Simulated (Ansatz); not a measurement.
Geometry optimisation, Ansatz 0.2.0, RKS PBE-D4/def2-SVP.

input.yaml

```yaml
crystal:
  periodic: [false, false, false]
  atoms:
    - { symbol: Al, position_ang: [-0.021709, 0.075833, -0.092448] }
    - { symbol: F, position_ang: [0.619394, -1.031368, 1.050036] }
    - { symbol: H, position_ang: [1.116842, -0.326812, -1.015144] }
    - { symbol: Cl, position_ang: [-1.714526, 1.282347, 0.057656] }
basis:
  gaussian: { orbitals: def2-SVP }
hamiltonian:
  xc: pbe
  dispersion: d4
relax:
  f_tol: 0.03
  max_steps: 50
```

Launched with:

```bash
$ ansatz run input.yaml --threads 1 --pin off --max-ram 2048MiB --backend cpu --events-out ev --progress --plain --runs-dir out
```

Q: Where does it end, and by what steps?

A: The run converged. After 5 steps the energy has fallen by 0.587 eV; H3 moved furthest, 0.35 Å.

| step | energy less start (eV) | largest force component (eV/Å) | accepted |
| --- | --- | --- | --- |
| 0 | 0.0000 | 1.584 | yes |
| 1 | -0.4400 | 1.094 | yes |
| 2 | -0.5624 | 0.770 | yes |
| 3 | -0.5789 | 0.510 | yes |
| 4 | -0.5867 | 0.040 | yes |
| 5 | -0.5868 | 0.020 | yes |

```xyz
4
Properties=species:S:1:pos:R:3
Al 0.102 -0.060 -0.043
F 0.424 -1.006 1.298
H 1.056 -0.127 -1.296
Cl -1.582 1.193 0.041
```

Time of the run: 7.5 s on 1 thread of Arm Neoverse V2, with other jobs on the host, peak memory 0.12 GiB.
